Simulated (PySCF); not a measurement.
**N2H3 (hydrazinyl radical) at U-r2SCAN/STO-3G**

Aim: the energy change on altering one bond length of N2H3 (hydrazinyl radical) at U-r2SCAN/STO-3G, from 2 runs. 

The results are computed with PySCF 2.14.0.

6 further runs of the same task are left out: 6 set aside as unsound or not needed.

### 1 The molecule

N2H3: 5 atoms, total charge 0, spin state doublet. SMILES: `[NH]N`. Geometry: relaxed at GFN2-xTB. This is one conformer, not always the lowest.

Bond lengths: N1–N2 1.335 Å, N1–H3 1.020 Å, N2–H4 1.011 Å, N2–H5 1.017 Å. Angles: N1–N2–H4 112.8°, N1–N2–H5 121.7°, N2–N1–H3 109.8°, H4–N2–H5 116.1°.

### 2 The energy at U-r2SCAN/STO-3G

File mol.xyz:

```xyz
5
H3N2
N     -0.174970    -0.805480     0.447260
N     -0.126270     0.251970    -0.365880
H      0.751750    -0.989150     0.831090
H     -1.043070     0.577800    -0.638700
H      0.592550     0.964850    -0.273770
```

File run.py:

```python
from pyscf import gto, dft

mol = gto.M(
    atom='mol.xyz',
    verbose=3,
    spin=1,
    max_memory=1860,
    basis='sto-3g',
)

calc0 = dft.UKS(mol, xc='r2scan')
calc0.grids.level = 5
calc0.conv_tol = 1e-10
calc0.kernel()
if not calc0.converged:
    calc0 = calc0.newton().run(calc0.mo_coeff, calc0.mo_occ)

e_final = calc0.e_tot
print('E(%s) = %.9f' % ('R2SCAN', e_final))
```

On the command line:

```
OMP_NUM_THREADS=1 python run.py
```

What it wrote:

```text
WARN: HOMO -0.104147298630647 >= LUMO -0.104147298630648

converged SCF energy = -109.695257990699  <S^2> = 0.7515395  2S+1 = 2.0015389
E(R2SCAN) = -109.695257991
```

Run time: 4.8 s. Hardware: 1 thread of Arm Neoverse V2, shared host; peak memory 0.19 GiB.

### 3 The distorted shape

File calc.py:

```python
from pyscf import gto, dft

mol = gto.M(
    atom=[
    ('N', (0.558464, -1.066142, 0.665514)),
    ('N', (0.607164, -0.008692, -0.147626)),
    ('H', (1.485184, -1.249812, 1.049344)),
    ('H', (-1.043070, 0.577800, -0.638700)),
    ('H', (1.325984, 0.704188, -0.055516)),
],
    spin=1,
    verbose=4,
    basis='sto-3g',
    max_memory=1860,
)

myscf = dft.UKS(mol)
myscf.xc = 'r2scan'
myscf.conv_tol = 1e-10
myscf.grids.level = 5
myscf.kernel()
if not myscf.converged:
    myscf = myscf.newton().run(myscf.mo_coeff, myscf.mo_occ)

etot = myscf.e_tot
print(f'total energy: {etot:.8f} hartree')
```

On the command line:

```
OMP_NUM_THREADS=1 python calc.py
```

What it wrote:

```text
PySCF version 2.14.0

[INPUT] num. atoms = 5
[INPUT] num. electrons = 17
[INPUT] charge = 0
[INPUT] spin (= nelec alpha-beta = 2S) = 1
[INPUT] symmetry False subgroup None
[INPUT] Mole.unit = angstrom
[INPUT] Symbol           X                Y                Z      unit          X                Y                Z       unit  Magmom
[INPUT]  1 N      0.558464000000  -1.066142000000   0.665514000000 AA    1.055344010429  -2.014716389896   1.257639192064 Bohr   0.0
[INPUT]  2 N      0.607164000000  -0.008692000000  -0.147626000000 AA    1.147373672695  -0.016425499475  -0.278972708865 Bohr   0.0
[INPUT]  3 H      1.485184000000  -1.249812000000   1.049344000000 AA    2.806591004586  -2.361802387195   1.982972770456 Bohr   0.0
[INPUT]  4 H     -1.043070000000   0.577800000000  -0.638700000000 AA   -1.971116628750   1.091883754774  -1.206968075760 Bohr   0.0
[INPUT]  5 H      1.325984000000   0.704188000000  -0.055516000000 AA    2.505746605555   1.330722460205  -0.104910035531 Bohr   0.0

nuclear repulsion = 34.4553063122889
number of shells = 9
number of NR pGTOs = 39
number of NR cGTOs = 13
basis = sto-3g
ecp = {}

******** <class 'pyscf.dft.uks.UKS'> ********
method = UKS
initial guess = minao
damping factor = 0
level_shift factor = 0
DIIS = <class 'pyscf.scf.diis.CDIIS'>
diis_start_cycle = 1
diis_space = 8
diis_damp = 0
SCF conv_tol = 1e-10
SCF conv_tol_grad = None
SCF max_cycles = 50
direct_scf = True
direct_scf_tol = 1e-13
number electrons alpha = 9  beta = 8
XC library pyscf.dft.libxc version 7.0.0
    S. Lehtola, C. Steigemann, M. J.T. Oliveira, and M. A.L. Marques.,  SoftwareX 7, 1–5 (2018)
XC functionals = r2scan
    J. W. Furness, A. D. Kaplan, J. Ning, J. P. Perdew, and J. Sun.,  J. Phys. Chem. Lett. 11, 8208-8215 (2020)
    J. W. Furness, A. D. Kaplan, J. Ning, J. P. Perdew, and J. Sun.,  J. Phys. Chem. Lett. 11, 9248-9248 (2020)
    J. W. Furness, A. D. Kaplan, J. Ning, J. P. Perdew, and J. Sun.,  J. Phys. Chem. Lett. 11, 8208-8215 (2020)
    J. W. Furness, A. D. Kaplan, J. Ning, J. P. Perdew, and J. Sun.,  J. Phys. Chem. Lett. 11, 9248-9248 (2020)
radial grids:
    Treutler-Ahlrichs [JCP 102, 346 (1995); DOI:10.1063/1.469408] (M4) radial grids

becke partition: Becke, JCP 88, 2547 (1988); DOI:10.1063/1.454033
pruning grids: <function nwchem_prune>
grids dens level: 5
symmetrized grids: False
atomic radii adjust function: <function treutler_atomic_radii_adjust>
small_rho_cutoff = 0
Set gradient conv threshold to 1e-05
tot grids = 154848
init E= -109.649696376527
[... the frontier-level lines of each cycle are left out ...]

cycle= 1 E= -109.52322959599  delta_E= 0.126  |g|= 0.201  |ddm|= 2.02
cycle= 2 E= -109.210366719272  delta_E= 0.313  |g|= 0.632  |ddm|= 1.63
cycle= 3 E= -109.559411343234  delta_E= -0.349  |g|= 0.0934  |ddm|= 1.29
cycle= 4 E= -109.557184026926  delta_E= 0.00223  |g|= 0.0909  |ddm|= 0.392
cycle= 5 E= -109.564049335699  delta_E= -0.00687  |g|= 0.0659  |ddm|= 0.538
cycle= 6 E= -109.569513372506  delta_E= -0.00546  |g|= 0.0257  |ddm|= 0.148
cycle= 7 E= -109.571087273622  delta_E= -0.00157  |g|= 0.00448  |ddm|= 0.142
cycle= 8 E= -109.571113896798  delta_E= -2.66e-05  |g|= 0.00247  |ddm|= 0.0201
cycle= 9 E= -109.571128533192  delta_E= -1.46e-05  |g|= 0.000669  |ddm|= 0.0101
cycle= 10 E= -109.571131048389  delta_E= -2.52e-06  |g|= 0.000238  |ddm|= 0.00574
cycle= 11 E= -109.571131338236  delta_E= -2.9e-07  |g|= 5.73e-05  |ddm|= 0.00227
cycle= 12 E= -109.571131346996  delta_E= -8.76e-09  |g|= 8.05e-06  |ddm|= 0.00039
cycle= 13 E= -109.57113134716  delta_E= -1.64e-10  |g|= 3.21e-06  |ddm|= 3.79e-05
cycle= 14 E= -109.571131347182  delta_E= -2.19e-11  |g|= 5.58e-07  |ddm|= 1.73e-05
Extra cycle  E= -109.571131347182  delta_E= 5.68e-14  |g|= 6.9e-07  |ddm|= 3.52e-06
converged SCF energy = -109.571131347182  <S^2> = 0.88788282  2S+1 = 2.1334318
total energy: -109.57113135 hartree
```

Run time: 5.7 s. Hardware: 1 thread of Arm Neoverse V2, shared host; peak memory 0.19 GiB.

### 4 Summary of results

Level: U-r2SCAN/STO-3G.

| quantity | value |
| --- | --- |
| first shape: total energy | -109.69526 Eh |
| first shape: dipole moment | 2.38 D |
| first shape: HOMO energy (highest over α and β) | -0.91 eV |
| first shape: LUMO energy (lowest over α and β) | 2.24 eV |
| first shape: ⟨S²⟩ | 0.752 |
| distorted shape: total energy | -109.57113 Eh |
| distorted shape: dipole moment | 2.61 D |
| distorted shape: HOMO energy (highest over α and β) | -1.89 eV |
| distorted shape: LUMO energy (lowest over α and β) | -0.31 eV |
| distorted shape: ⟨S²⟩ | 0.888 |
| energy change with the N2–H4 bond stretched from 1.011 to 1.819 Å | 3.378 eV |

What this shows: With the N2–H4 bond stretched from 1.011 to 1.819 Å the energy rises by 3.38 eV (326 kJ/mol). The first shape isn't relaxed at this level, so the change isn't measured from a minimum. The minimal basis adds a large error of its own. Mulliken charges (first shape) run from -0.32 on N2 to +0.22 on H4; they depend strongly on the basis. ⟨S²⟩ (distorted shape) is 0.89 where a pure doublet has 0.75: the reference is spin-contaminated. Mulliken charges (distorted shape) run from -0.19 on N1 to +0.19 on H5; they depend strongly on the basis.
